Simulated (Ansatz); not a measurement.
**CH3+ (singlet): wave-function methods side by side, cc-pVTZ**

How much of the correlation energy of CH3+ (singlet) does each wave-function method recover here?

Program: Ansatz 0.2.0, Gaussian basis. Level of theory: cc-pVTZ, core rule «outside noble gas», up to 1 orbitals frozen. These are calculated values, not measurements.

Plan: UHF; CCSD(T) on RHF; BCCD(T) on RHF; CCSDT(Q) on RHF; CASSCF and MRCISD+Q, 6 electrons in 7 orbitals; CASSCF and NEVPT2, 6 electrons in 7 orbitals.

21 further runs of the same task are left out: 8 that didn't finish, 13 set aside as unsound or not needed. Runs told in other sessions of the task aren't counted.

### Step 1. The system

The geometry is a PBE0/def2-TZVP stationary point (not a proven minimum) of the parent state, kept for this charge and spin.

4 atoms, charge 1, spin multiplicity 1.

Atoms are counted from 1 here; the program's logs count them from 0.

Bond lengths: C1–H2 1.080 Å, C1–H3 1.080 Å, C1–H4 1.080 Å. Angles: H2–C1–H3 120.0°, H2–C1–H4 120.0°, H3–C1–H4 120.0°.

### Step 2. UHF

in.yaml reads:

```yaml
crystal:
  periodic: [false, false, false]
  atoms:
    - {symbol: C, position_ang: [0.000000, 0.000000, 0.000000]}
    - {symbol: H, position_ang: [1.079931, 0.014026, -0.000321]}
    - {symbol: H, position_ang: [-0.552113, 0.928231, -0.002734]}
    - {symbol: H, position_ang: [-0.527818, -0.942256, 0.003055]}
basis:
  gaussian: {orbitals: cc-pVTZ}
total_charge: 1
magnetization: {spin_polarized: true, initial_magnetization: 0}
hamiltonian: {xc: hf}
output: {orbitals: {seedname: orbitals}}
```

Started as:

```console
> ansatz run in.yaml --threads 1 --pin off --events-out ev --progress --plain --max-ram 2393MiB
```

Further steps of the session: CCSD(T) on RHF; BCCD(T) on RHF; CCSDT(Q) on RHF; CASSCF and MRCISD+Q, 6 electrons in 7 orbitals; CASSCF and NEVPT2, 6 electrons in 7 orbitals.

**Question.** What will the summary of the whole plan be? Wanted: RCCSDT(Q) from the RHF energy; RMP2 from RCCSDT(Q); RCCSD from RCCSDT(Q); RCCSD(T) from RCCSDT(Q); NEVPT2 valence from RCCSDT(Q); MRCISD+Q valence from RCCSDT(Q); T1 diagnostic; effectively unpaired electrons.

The runs gave:

| quantity | value |
| --- | --- |
| RCCSDT(Q) from the RHF energy | -4.2689 eV |
| RMP2 from RCCSDT(Q) | +15.79 kcal/mol |
| RCCSD from RCCSDT(Q) | +2.15 kcal/mol |
| RCCSD(T) from RCCSDT(Q) | +0.28 kcal/mol |
| NEVPT2 valence from RCCSDT(Q) | +13.52 kcal/mol |
| MRCISD+Q valence from RCCSDT(Q) | +0.29 kcal/mol |
| levels within 1 kcal/mol (43 meV) | RCCSD(T), BCCD(T), RCCSDT, MRCISD+Q valence |
| T1 diagnostic | 0.005 |
| effectively unpaired electrons | 0.01 |

**Reading.** RCCSD(T) misses by +0.28 kcal/mol, 0.3 % of the correlation energy. One determinant dominates. Of the multireference levels listed MRCISD+Q valence comes nearest in total energy (+0.29 kcal/mol), which doesn't show that its space is the better one. These misses are within one basis, not against nature.
